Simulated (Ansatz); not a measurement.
Start from `[BH2][AlH][CH3]` and change one atom or group to get `[CH3][AlH][SH]`.

Ansatz, PBE0-D4/def2-TZVP geometries, multiplicity 1. Each molecule was computed in one conformer, which needn't be the lowest.

```json
{"property": "HOMO–LUMO gap (PBE/def2-TZVPP) / eV", "`[BH2][AlH][CH3]`": "2.85"}
{"property": "LUMO energy (B3LYP/def2-TZVPP) / eV", "`[BH2][AlH][CH3]`": "-2.40"}
{"property": "size of the dipole moment (PBE/def2-TZVPP) / D", "`[BH2][AlH][CH3]`": "0.72"}
{"property": "HOMO energy (PBE/def2-TZVPP) / eV", "`[BH2][AlH][CH3]`": "-6.06"}
{"property": "ideal-gas entropy at 298 K and 1 bar (rigid rotor, harmonic PBE0-D4/def2-TZVP) / J/(mol·K)", "`[BH2][AlH][CH3]`": "322"}
{"property": "HOMO–LUMO gap (PBE0/def2-TZVPP) / eV", "`[BH2][AlH][CH3]`": "5.02"}
```

Q: Give the same properties after the change, and the shifts. (Best estimate.)

A: Ansatz gave: 
| property | `[CH3][AlH][SH]` | shift |
| --- | --- | --- |
| HOMO–LUMO gap (PBE/def2-TZVPP) / eV | 4.79 | 1.94 |
| LUMO energy (B3LYP/def2-TZVPP) / eV | -1.13 | 1.27 |
| size of the dipole moment (PBE/def2-TZVPP) / D | 0.97 | 0.25 |
| HOMO energy (PBE/def2-TZVPP) / eV | -6.47 | -0.41 |
| ideal-gas entropy at 298 K and 1 bar (rigid rotor, harmonic PBE0-D4/def2-TZVP) / J/(mol·K) | 319 | -3 |
| HOMO–LUMO gap (PBE0/def2-TZVPP) / eV | 6.72 | 1.70 |

With PBE0 the HOMO falls by 0.42 eV and the LUMO rises by 1.27 eV, so the gap widens by about 1.69 eV. PBE moves the HOMO by -0.41 eV and ωB97M-V by -0.47 eV. The zero-point energy changes by -24.1 kJ/mol with -3 modes. Dipoles are sizes alone; their direction can turn. Modes under 60 cm⁻¹, often nearly free rotors, make the harmonic entropy too high.

B3LYP here is the variant with VWN-RPA as its local correlation; programs differ in this.
